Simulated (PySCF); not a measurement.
# How well do the runs reproduce experiment for formyl fluoride?

**Measured values to compare with.**

NIST CCCBDB Release 22 (SRD 101), experimental dipoles lists, for the gas: dipole moment 2.081 D.

The runs below try to reproduce these values; the comparison stands at the end.

Species: formyl fluoride, CHFO.
SMILES with atom numbers: `[O:1]=[CH:2][F:3]` (hydrogens: H4 on C2)

Cartesian coordinates in Å at the PBE0-D3(BJ)/def2-SVP level; atoms count from 1:
```xyz
4
CHFO angstrom
O     -0.8605   -0.8905    0.0440
C     -0.0611   -0.0263    0.0319
F      1.2489   -0.2467    0.0106
H     -0.2535    1.0651    0.0368
```

Runs made with PySCF (gas phase, on this PBE0-D3(BJ)/def2-SVP geometry; no spin–orbit coupling):

```tsv
level	job	basis functions	wall time
PBE0-D3(BJ)/def2-SVP, grid level 1	geometry optimisation from a GFN2-xTB start shaken at random	47	3.0 s
B97-2/pcSseg-2	shieldings	122	2.1 s
BHandHLYP/pcSseg-2	shieldings	122	2.1 s
CAM-B3LYP/pcSseg-2	shieldings	122	3.1 s
LC-wPBE/pcSseg-2	shieldings	122	4.2 s
PBE0/6-311+G(2d,p)	shieldings, charges and field gradients	87	2.1 s
PBE0/6-31G	shieldings, charges and field gradients	29	1.1 s
PBE0/6-31G*	shieldings, charges and field gradients	44	1.4 s
PBE0/STO-3G	shieldings, charges and field gradients	16	0.56 s
PBE0/def2-TZVP	shieldings, charges and field gradients	99	2.5 s
WP04/pcSseg-2	shieldings	122	2.3 s
wB97X-D/pcSseg-2	shieldings	122	3.1 s
```

Hardware: one thread, Arm Neoverse V2 (aarch64), shared host.

All basis functions are spherical.

**Comparison with experiment**

**Dipole moment.** Measured: 2.081 D (NIST CCCBDB Release 22 (SRD 101), experimental dipoles).

```
               level  computed (D)  computed − measured (D)  % (from the printed values)
PBE0-D3(BJ)/def2-SVP         2.010                   -0.071                           -3
      B97-2/pcSseg-2         2.123                   +0.042                           +2
  BHandHLYP/pcSseg-2         2.294                   +0.213                          +10
  CAM-B3LYP/pcSseg-2         2.205                   +0.124                           +6
    LC-wPBE/pcSseg-2         2.198                   +0.117                           +6
  PBE0/6-311+G(2d,p)         2.121                   +0.040                           +2
          PBE0/6-31G         2.174                   +0.093                           +4
         PBE0/6-31G*         2.005                   -0.076                           -4
         PBE0/STO-3G         1.338                   -0.743                          -36
      PBE0/def2-TZVP         2.087                   +0.006                            0
       WP04/pcSseg-2         2.184                   +0.103                           +5
    wB97X-D/pcSseg-2         2.171                   +0.090                           +4
```

12 of the 13 levels run are shown, the closest and the furthest among them. Closest is PBE0/def2-TZVP (+0.006 D), furthest PBE0/STO-3G (-0.743 D); one molecule doesn't rank methods. The computed dipoles belong to one fixed geometry; measured ones are averaged over vibrations unless marked μe. Magnitudes are compared, not signs.

The geometry is computed, not the measured one. Where a level misses, the cause wasn't examined.
